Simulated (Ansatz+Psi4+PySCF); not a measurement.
# doublet CO₂(+): levels of theory in one basis

```csv
atom,x (Å),y (Å),z (Å)
C,0.0012,-0.0085,0.0050
O,-0.0084,0.0012,1.1734
O,0.0076,0.0054,-1.1750
```

Basis set: cc-pVTZ (spherical functions). Left uncorrelated: 3 orbitals. Correlation on ROHF uses semicanonical orbitals with singles. Charge 1, multiplicity 2.

Computed with Ansatz (development build ahead of 0.2.0) and Psi4 1.11; each method stands on the lowest determinant of its kind that the runs found.

```tsv
method	E − E(ROHF) (eV)	<S²> of the determinant
ROHF	0.00	0.75
UHF	-0.85	0.97
ROHF-MP2	-15.38	–
UHF-MP2	-15.00	0.97
ROHF-CCSD	-15.68	–
ROHF-CCSD(T)	-16.48	–
UHF-CCSD(T)	-16.48	0.97
```

(1) What does UHF-CCSD give on the same scale?

Results:

(1) -15.78 eV.

Caution for ROHF, ROHF-MP2, ROHF-CCSD, ROHF-CCSD(T): an unrestricted determinant lies well below. Caution for UHF, UHF-MP2, UHF-CCSD, UHF-CCSD(T): the unrestricted determinant is spin contaminated. Caution for ROHF-MP2, UHF-MP2, ROHF-CCSD, UHF-CCSD, ROHF-CCSD(T), UHF-CCSD(T): large amplitudes, a single reference is doubtful. Caution for ROHF-MP2, UHF-MP2: MP2 on this radical cation hangs on the determinant chosen. Caution for ROHF-MP2: another reference gives a lower total.
